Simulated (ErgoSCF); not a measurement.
**BF2 (SMILES F[B]F): levels of theory compared**

Wanted: a comparison of 4 runs (UHF/def2-SVP, UB3LYP/def2-SVP, UPBE0/def2-SVP, USVWN5/def2-SVPD) of BF2. 

The results are computed with ErgoSCF 3.8.

## 1. The molecule

BF2: 3 atoms, total charge 0, spin state doublet. SMILES: `F[B]F`. Geometry: relaxed at PBE0-D4/def2-TZVP.

Bond lengths: F1–B2 1.306 Å, B2–F3 1.306 Å. Angles: F1–B2–F3 121.1°.

## 2. The energy at UHF/def2-SVP (run 1)

File run.inp:

```
set_nthreads(1)
molecule_inline Angstrom
F        0.513100      -1.044300       0.160000
B        0.279000       0.240500       0.181300
F       -0.802900       0.738900      -0.354600
EOF
spin_polarization = 1
tmpdir = "."
scf.max_number_of_iterations = 120
basis = "def2-SVP"
scf.output_mulliken_pop = 1
scf.use_diagonalization = 1
run "HF"
```

The basis set def2-SVP is read from a file made from the Basis Set Exchange's data (not shown).

On the command line:

```sh
ergo < run.inp
```

The log of the run:

```text
[...]
INSC SCF_general constructor, number of basis functions: 42
[...]
INSC Energy   1 =       -104.13665629562
[...]
INDE E_LUMO =          0.07177974106
[...]
INSC Energy  15 =       -223.43533051572  ( diff     -0.000000000006935 )
[...]
RESC CONVERGED after  15 iterations.
RESC FINAL ENERGY:       -223.43533051572
RESC FINAL <S2> =          0.75210888618
[...]
INSC SCF: dipole_moment_x [atomic units] =       0.17459326
INSC SCF: dipole_moment_y [atomic units] =       0.16182829
INSC SCF: dipole_moment_z [atomic units] =       0.11473396
[...]
```

Run time: 5.1 s. Hardware: 1 thread of Arm Neoverse V2, shared host; peak memory 0.26 GiB.

## 3. The energy at UB3LYP/def2-SVP (run 2)

File job.ego:

```
set_nthreads(1)
scf.output_mulliken_pop = 1
XC.angint = 41
scf.max_number_of_iterations = 120
basis = "def2-SVP"
scf.use_diagonalization = 1
tmpdir = "."
XC.sparse_mode = 0
spin_polarization = 1
XC.radint = 1e-11
molecule_inline Angstrom
F        0.513100      -1.044300       0.160000
B        0.279000       0.240500       0.181300
F       -0.802900       0.738900      -0.354600
EOF
run "B3LYP-G"
```

The basis set def2-SVP is read from a file made from the Basis Set Exchange's data (not shown).

On the command line:

```sh
ergo job.ego
```

The log of the run:

```text
[...]
INDF Weighted mixed functional:
[...]
INSC Energy   1 =       -110.03569353811
[...]
INDE E_LUMO =         -0.09265461968
[...]
INSC Energy  17 =       -224.39719486605  ( diff     -0.000000000000739 )
[...]
RESC CONVERGED after  17 iterations.
RESC FINAL ENERGY:       -224.39719486605
RESC FINAL <S2> =          0.75129199994
[...]
INSC SCF: dipole_moment_x [atomic units] =       0.05399478
INSC SCF: dipole_moment_y [atomic units] =       0.04997049
INSC SCF: dipole_moment_z [atomic units] =       0.03547364
[...]
```

Wall time 8.1 s (1 thread of Arm Neoverse V2, shared host); peak memory 0.26 GiB.

## 4. The energy at UPBE0/def2-SVP (run 3)

File geom.xyz:

```xyz
3

F      0.513100    -1.044300     0.160000
B      0.279000     0.240500     0.181300
F     -0.802900     0.738900    -0.354600
```

File ergo.in:

```
set_nthreads("env")
tmpdir = "."
scf.output_mulliken_pop = 1
basis = "def2-SVP"
scf.max_number_of_iterations = 120
scf.use_diagonalization = 1
spin_polarization = 1
XC.angint = 41
XC.radint = 1e-11
XC.sparse_mode = 0
molecule "geom.xyz"
run "PBE0"
```

The basis set def2-SVP is read from a file made from the Basis Set Exchange's data (not shown).

On the command line:

```sh
ergo ergo.in
```

The log of the run:

```text
[...]
INDF Weighted mixed functional:
[...]
INSC Energy   1 =       -109.66483909116
[...]
INDE E_LUMO =         -0.07239063916
[...]
INSC Energy  16 =       -224.17043577817  ( diff     -0.000000000002672 )
[...]
RESC CONVERGED after  16 iterations.
RESC FINAL ENERGY:       -224.17043577817
RESC FINAL <S2> =          0.75167471664
[...]
INSC SCF: dipole_moment_x [atomic units] =       0.06074798
INSC SCF: dipole_moment_y [atomic units] =       0.05623160
INSC SCF: dipole_moment_z [atomic units] =       0.03991171
[...]
```

Run time: 7.5 s. Hardware: 1 thread of Arm Neoverse V2, shared host; peak memory 0.26 GiB.

## 5. A single-point energy at USVWN5/def2-SVPD (run 4)

File input.ego:

```
set_nthreads(1)
molecule_inline Angstrom
F      0.513100    -1.044300     0.160000
B      0.279000     0.240500     0.181300
F     -0.802900     0.738900    -0.354600
EOF
scf.max_number_of_iterations = 120
XC.angint = 41
XC.sparse_mode = 0
scf.output_mulliken_pop = 1
scf.use_diagonalization = 1
XC.radint = 1e-11
spin_polarization = 1
basis = "def2-SVPD"
tmpdir = "."
run "SVWN5"
```

The basis set def2-SVPD is read from a file made from the Basis Set Exchange's data (not shown).

On the command line:

```sh
ergo input.ego
```

The log of the run:

```text
[...]
INSC SCF_general constructor, number of basis functions: 66
[...]
INSC Energy   1 =        -89.41518380050
[...]
INDE E_LUMO =         -0.14230870022
[...]
INSC Energy  27 =       -222.87135700112  ( diff     -0.000000000001364 )
[...]
RESC CONVERGED after  27 iterations.
RESC FINAL ENERGY:       -222.87135700112
RESC FINAL <S2> =          0.75150943928
[...]
INSC SCF: dipole_moment_x [atomic units] =       0.04474838
INSC SCF: dipole_moment_y [atomic units] =       0.04139057
INSC SCF: dipole_moment_z [atomic units] =       0.02939628
[...]
```

It took 14 s on 1 thread of Arm Neoverse V2, shared host; peak memory 0.26 GiB.

## 6. Overview of the runs

```tsv
run	level	integration grid	radint	energy (Eh)	dipole moment (D)	⟨S²⟩	wall time
1	UHF/def2-SVP	–	–	-223.435331	0.67	0.752	5.1 s
2	UB3LYP/def2-SVP	Turbo	1e-11	-224.397195	0.21	0.751	8.1 s
3	UPBE0/def2-SVP	Turbo	1e-11	-224.170436	0.23	0.752	7.5 s
4	USVWN5/def2-SVPD	Turbo	1e-11	-222.871357	0.17	0.752	14 s
```

## 7. What came out

```
            quantity          value
 run 4: total energy  -222.87136 Eh
run 4: dipole moment         0.17 D
         run 4: ⟨S²⟩          0.752
```

**Reading.** The dipole moment (its size) runs from 0.17 D (USVWN5/def2-SVPD) to 0.67 D (UHF/def2-SVP). The two ends differ in method and basis. Totals of different functionals can't be ranked against each other. All runs together took 35 s, the longest 14 s.
